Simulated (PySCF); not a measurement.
# Level of theory and adiabatic energies of losing or gaining an electron: 1,3-butadiene

Structure: `C=CC=C` (C4H6).

All levels share the PBE0-D3(BJ)/ma-def2-SVP structures and the PBE0-D3(BJ)/ma-def2-SVP thermal terms; only the single-point energies (PySCF) change. Values are adiabatic energies of losing or gaining an electron (0 K, eV).

```tsv
level	ionisation energy to the radical cation	time
PBE0-D3(BJ)/6-31G	8.51	16 s
PBE0-D3(BJ)/cc-pVDZ	8.60	26 s
PBE0-D3(BJ)/def2-SV(P)	8.67	20 s
PBE0-D3(BJ)/ma-def2-TZVP	8.68	–
PBE0-D3(BJ)/ma-def2-SVP	8.73	34 s
CAM-B3LYP-D3(BJ)/ma-def2-TZVP	8.77	97 s
LDA/ma-def2-TZVP	9.02	110 s
```

Times are wall times for all single points of a level on 1 thread of Arm Neoverse N1, a shared host; the dash marks the run that also made the structures. LDA ran on a slower path of this set-up, which computes the density-fitting integrals anew in every SCF cycle while the other levels store them. So the times needn't show the usual order of cost, and those levels read slower than they are.

The spread: 0.51 eV, from 8.51 to 9.02.
